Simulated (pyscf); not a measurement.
Thermochemistry of product channels of `[Cl][Al]([Cl])[Cl]` + `[CH3]` [doublet] on the doublet surface, in eV, from CCSD(T)/def2-TZVPP + ΔMP2(QZVPP) energies (ideal gas, 1 atm, RRHO with modes under 100 cm⁻¹ raised to 100, one conformer, R ln 2 for chiral ones without a mode under 150 cm⁻¹). PySCF, gas phase, ωB97X-D3(BJ)/def2-SVP geometries. MP2 and CC: frozen core, UHF for open shells. ΔMP2 is the change of the MP2 total energy from the triple- to the quadruple-zeta basis.

| products | ΔE | ΔH(298 K) | ΔG(600 K) | ΔG(1200 K) |
|---|---|---|---|---|
| `[CH2][Cl]` [doublet] + `[Cl][AlH][Cl]` | +2.13 | +2.06 | +1.89 | +1.72 |
| `[Cl]` [doublet] + `[CH3][Al]([Cl])[Cl]` | … | +1.41 | +1.47 | … |

### Question
Complete the blanks.

### Answer

- `[Cl]` [doublet] + `[CH3][Al]([Cl])[Cl]`, ΔE: +1.30
- `[Cl]` [doublet] + `[CH3][Al]([Cl])[Cl]`, ΔG(1200 K): +1.51

These are energies of the channels, which say nothing of barriers. The CCSD(T) − MP2 part came from Ansatz, without density fitting, on the same reference. Left out: orbital degeneracy and the spin-orbit lowering of Cl.
